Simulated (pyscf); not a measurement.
# Hydrogen abstraction: CH₄ (SMILES C) + O (SMILES [O]) [triplet] → CH₃• (SMILES [CH3]) + OH• (SMILES [OH])

Gas phase, triplet surface, charge 0. Bonds broken: C1–H2. Bonds formed: H2–O6. Single points on ωB97X-D3(BJ)/def2-SVP structures (PySCF, gas phase). MP2 and CC: frozen core, UHF for open shells. ΔMP2 is the change of the MP2 total energy from the triple- to the quadruple-zeta basis.

Transition state (Å):

```xyz
6

C     -0.0010     0.3390    -0.3489
H      0.7104    -0.1144     0.6946
H     -0.2594     1.3621    -0.0504
H     -0.8529    -0.3483    -0.4075
H      0.7009     0.2756    -1.1887
O      1.3426    -0.4855     1.5987
```

One imaginary mode, 1592i cm⁻¹; descent along it reached the two sides named.

```csv
bond,change,reactant side (Å),saddle,product side
C1–H2,breaks,1.099,1.342,2.131
H2–O6,forms,2.539,1.164,0.986
```

Electronic energies relative to the separated reactants (eV):

```json
[
 {"level": "ωB97X-D3(BJ)/def2-TZVP", "barrier": "0.49", "reaction energy": "+0.29", "reverse barrier": "0.19"},
 {"level": "PBE/def2-TZVP", "barrier": "0.03", "reaction energy": "+0.08", "reverse barrier": "-0.05"},
 {"level": "r²SCAN/def2-TZVP", "barrier": "0.15", "reaction energy": "+0.03", "reverse barrier": "0.12"},
 {"level": "B3LYP-D3(BJ)/def2-TZVP", "barrier": "0.32", "reaction energy": "+0.20", "reverse barrier": "0.12"},
 {"level": "PBE0-D3(BJ)/def2-TZVP", "barrier": "0.35", "reaction energy": "+0.23", "reverse barrier": "0.12"},
 {"level": "M06-2X/def2-TZVP", "barrier": "0.54", "reaction energy": "+0.29", "reverse barrier": "0.26"},
 {"level": "ωB97M-D3(BJ)/def2-TZVP", "barrier": "0.54", "reaction energy": "+0.29", "reverse barrier": "0.25"},
 {"level": "HF/def2-TZVP", "barrier": "1.58", "reaction energy": "+0.79", "reverse barrier": "0.79"},
 {"level": "MP2/def2-QZVPP", "barrier": "0.72", "reaction energy": "+0.23", "reverse barrier": "0.48"},
 {"level": "CCSD/def2-TZVPP", "barrier": "0.79", "reaction energy": "+0.35", "reverse barrier": "0.44"},
 {"level": "CCSD(T)/def2-TZVPP", "barrier": "0.70", "reaction energy": "+0.33", "reverse barrier": "0.37"},
 {"level": "CCSD(T)/def2-TZVPP + ΔMP2(QZVPP)", "barrier": "0.65", "reaction energy": "+0.27", "reverse barrier": "0.38"}
]
```

With CCSD(T)/def2-TZVPP + ΔMP2(QZVPP) energies and thermal terms (ideal gas, 1 atm, RRHO with modes under 100 cm⁻¹ raised to 100, one conformer, R ln 2 for rigid chiral ones), in eV:

| T (K) | ΔH‡ | ΔG‡ | ΔH | ΔG |
|---|---|---|---|---|
| 298 | 0.44 | 0.70 | +0.12 | +0.01 |
| 600 | 0.45 | 0.97 | +0.15 | -0.11 |
| 900 | 0.47 | 1.22 | +0.16 | -0.24 |
| 1200 | 0.48 | 1.47 | +0.15 | -0.37 |

At PBE this geometry lies under the product side: in single points on another level's saddle the reverse barrier vanishes, and the forward threshold there is about the reaction energy. CH₃• + OH• also meet on a surface of lower spin, which isn't treated here. This is the saddle that the search found; another between the same sides may lie lower. The angle at the transferred H is 179°. The CCSD(T) − MP2 part came from Ansatz, without density fitting, on the same reference. Left out: orbital degeneracy and the spin-orbit lowering of OH, O.
